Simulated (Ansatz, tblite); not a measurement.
# The cluster Sr3+: one state, many levels

One table from this session's results is given with a row withheld; the runs are named, their logs left out.

The runs use Ansatz 0.2.0, Gaussian basis; as each input shows.

Levels to be run: GFN1-xTB, GFN2-xTB, PBE/def2-TZVP, r2SCAN/def2-TZVP, CAM-B3LYP/def2-TZVP, B3LYP/def2-TZVP, LC-ωPBE/def2-TZVP, LDA/def2-TZVP, HSE06/def2-TZVP, PBE+5HF/def2-TZVP, PBE+10HF/def2-TZVP, PBE+15HF/def2-TZVP, PBE+35HF/def2-TZVP, PBE+50HF/def2-TZVP, PBE/def2-SVP, PBE0/def2-SVP, CCSD(T)/def2-TZVPP, MP2/def2-TZVP, RPA/def2-TZVP.

1 further run of the same task is left out (set aside as unsound or not needed). Runs told in other sessions of the task aren't counted.

### The relaxed structure

The doublet was relaxed beforehand with r2SCAN/def2-TZVP. At that level it is the lowest of the isomers that a small search found.

3 atoms, charge 1, spin multiplicity 2.

Bond lengths: Sr1–Sr3 4.320 Å, Sr2–Sr3 4.320 Å. Angles: Sr1–Sr3–Sr2 177.2°.

Sr takes a core potential in the def2 sets. No spin-orbit coupling is included. The ion is computed in the gas phase, without counter-ions or solvent.

PBE0/def2-TZVP was run before; its log isn't repeated, and its numbers join the tables.

Set-up of the first run:

Tight binding, by tblite at 300 K electronic temperature and without a spin-polarisation term:

```python
tblite.interface.Calculator('GFN1-xTB', numbers, positions, charge=1, uhf=1).singlepoint()
```

Tight binding, by tblite at 300 K electronic temperature and without a spin-polarisation term:

```python
tblite.interface.Calculator('GFN2-xTB', numbers, positions, charge=1, uhf=1).singlepoint()
```

start.molden holds the orbitals of an earlier run on this state, given as this run's starting guess.

File in.yaml:

```yaml
crystal:
  periodic: [false, false, false]
  atoms:
    - {symbol: Sr, position_ang: [-1.037675, 0.938876, 4.086089]}
    - {symbol: Sr, position_ang: [1.105700, -0.930333, -4.070230]}
    - {symbol: Sr, position_ang: [-0.068025, -0.008533, -0.015850]}
basis:
  gaussian: {orbitals: def2-TZVP, initial_orbitals: start.molden}
total_charge: 1
magnetization: {spin_polarized: true, initial_magnetization: 1}
hamiltonian: {xc: pbe}
scf: {omitted_lower_state_checks: [starts]}
output: {orbitals: {seedname: orbitals}}
```

The run is started by

```bash
> ansatz run in.yaml --threads 4 --pin off --events-out ev --progress --plain --max-ram 3916MiB
```

Among the steps run: PBE/def2-TZVP; r2SCAN/def2-TZVP; CAM-B3LYP/def2-TZVP; B3LYP/def2-TZVP; LC-ωPBE/def2-TZVP; LDA/def2-TZVP; HSE06/def2-TZVP; PBE+5HF/def2-TZVP; PBE+10HF/def2-TZVP; PBE+15HF/def2-TZVP; PBE+35HF/def2-TZVP; PBE+50HF/def2-TZVP; PBE/def2-SVP; PBE0/def2-SVP; CCSD(T)/def2-TZVPP; MP2/def2-TZVP; RPA/def2-TZVP.

One table of the session follows, with a row left open; its other results are not shown here.

It belongs to the step «Levels side by side». 

```
              level  HOMO (eV)  LUMO (eV)  gap (eV)
      LDA/def2-TZVP      -6.11      -5.82      0.29
       PBE/def2-SVP      -5.97      -5.56      0.40
      PBE/def2-TZVP      -5.96      -5.56      0.39
   r2SCAN/def2-TZVP      -6.08      -4.96      1.12
    B3LYP/def2-TZVP      -6.28      -5.30      0.98
      PBE0/def2-SVP      -6.35      -5.02      1.33
     PBE0/def2-TZVP      -6.35      -5.02      1.33
    HSE06/def2-TZVP      -6.03      -5.35      0.68
CAM-B3LYP/def2-TZVP      -7.02      -4.45      2.56
  LC-ωPBE/def2-TZVP      -7.68      -3.38      4.30
  PBE+5HF/def2-TZVP      -6.04      -5.46      0.58
 PBE+10HF/def2-TZVP          ?          ?         ?
 PBE+15HF/def2-TZVP      -6.19      -5.24      0.95
 PBE+35HF/def2-TZVP      -6.51      -4.80      1.71
 PBE+50HF/def2-TZVP      -6.76      -4.45      2.31
```

Estimate the missing values for PBE+10HF/def2-TZVP.

**Answer.** HOMO (eV): -6.11; LUMO (eV): -5.35; gap (eV): 0.76.

To keep in mind: Doubts: large T1 diagnostic, spin contamination. Notes on CCSD(T)/def2-TZVPP: large T1 diagnostic, spin contamination.
